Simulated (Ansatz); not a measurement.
Two isomers of C3H7FO: A = `CCOCF`, B = `CC(C)(O)F`.

Gas-phase electronic energies from Ansatz, PBE0-D4/def2-TZVP geometries. CBS: MP2 limit from def2 TZ/QZ plus the TZ coupled-cluster correction, frozen cores. DFT in def2-TZVPP. B3LYP here is the variant with VWN-RPA as its local correlation; programs differ in this. Each species was taken in one conformer, which may not be the lowest.

(1) Which is lower in electronic energy at CCSD(T)/CBS, and by how much? (Estimate.)

(2) Give E(B) − E(A) in kcal/mol with CCSD(T)/def2-TZVPP, B3LYP-D4, B3LYP, PBE-D4, r2SCAN-D4, PBE0-D4, ωB97M-V. (Best estimate.)

(3) Does the order hold for the free energy at 298.15 K (harmonic terms from PBE0-D4)? (An estimate is asked.)

Largest T1 diagnostic: 0.011.

Results:

(1) The calculation gave: B, by 18.6 kcal/mol.

(2) Ansatz gave: CCSD(T)/def2-TZVPP -17.9, B3LYP-D4 -16.2, B3LYP -15.5, PBE-D4 -16.9, r2SCAN-D4 -18.5, PBE0-D4 -17.6, ωB97M-V -18.4. None reverses the order clearly.

(3) Ansatz gave: Yes: G(B) − G(A) = -18.8 kcal/mol, for one conformer each.

In def2-TZVPP, CCSD(T) changes the Hartree–Fock value by −2.7 kcal/mol (the triples alone add −0.3 kcal/mol) and MP2 by −3.7 kcal/mol. From BLYP to BHLYP (50 % exact exchange), in def2-TZVPP and without D4, E(B) − E(A) moves by −1.8 kcal/mol.
